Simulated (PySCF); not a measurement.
Geometry:
```json
{"atom": "O1", "x (Å)": "1.559", "y (Å)": "-0.622", "z (Å)": "-0.623"}
{"atom": "C2", "x (Å)": "0.499", "y (Å)": "-0.539", "z (Å)": "0.259"}
{"atom": "C3", "x (Å)": "-0.918", "y (Å)": "-0.356", "z (Å)": "-0.226"}
{"atom": "C4", "x (Å)": "-0.215", "y (Å)": "0.758", "z (Å)": "0.493"}
{"atom": "F5", "x (Å)": "0.187", "y (Å)": "1.821", "z (Å)": "-0.271"}
{"atom": "H6", "x (Å)": "1.521", "y (Å)": "0.129", "z (Å)": "-1.230"}
{"atom": "H7", "x (Å)": "0.676", "y (Å)": "-1.186", "z (Å)": "1.109"}
{"atom": "H8", "x (Å)": "-1.722", "y (Å)": "-0.867", "z (Å)": "0.277"}
{"atom": "H9", "x (Å)": "-1.066", "y (Å)": "-0.226", "z (Å)": "-1.287"}
{"atom": "H10", "x (Å)": "-0.512", "y (Å)": "1.093", "z (Å)": "1.477"}
```

Level of theory: shieldings: GIAO PBE0/pcSseg-1, geometry from GFN2-xTB, in PySCF 2.14.0 with density-fitted response routines (gas phase, one computed conformer, no relativistic terms).

δ = σ(ref) − σ, references computed at the same level: TMS for ¹³C, ¹H; H2O for ¹⁷O; CFCl3 for ¹⁹F.

```
atoms  nucleus  count  δ (ppm)
   H7       ¹H      1     3.30
   O1      ¹⁷O      1        ?
   H8       ¹H      1     0.70
   H6       ¹H      1     0.82
   C2      ¹³C      1     51.4
   C4      ¹³C      1        ?
  H10       ¹H      1     4.47
   F5      ¹⁹F      1        ?
   H9       ¹H      1     0.50
   C3      ¹³C      1     14.4
```

Q: Complete the table.

A: 
- C4: 73.3 ppm, three-membered-ring carbon; pulled downfield by the heteroatom
- O1: 15.0 ppm, alcohol oxygen
- F5: -263.1 ppm, fluorine on an sp3 carbon

OH/NH shifts are gas-phase values; hydrogen bonding in solution moves them, usually downfield. Shifts are as computed. Against solution values, carbons near 30 ppm lie about +3 ppm off and those near 130 ppm about +5 ppm (rms about the fit 2.1 ppm; single classes can miss by 10 ppm). Of 1328 compounds with measured shifts, 309 miss one by over three times the rms of a fit or turn the order of signals round; such compounds aren't used in these exercises. Signals without a measured value on file couldn't be tested in this way; 1H shifts scatter by 0.2 ppm about their fit, and single ones miss by 0.5 ppm. Unscaled 19F shifts against computed CFCl3 carry errors that often reach 10 to 50 ppm. Experimental scales use liquid or dissolved standards, which lie at an offset from isolated H2O (liquid H2O: subtract about 36 ppm).
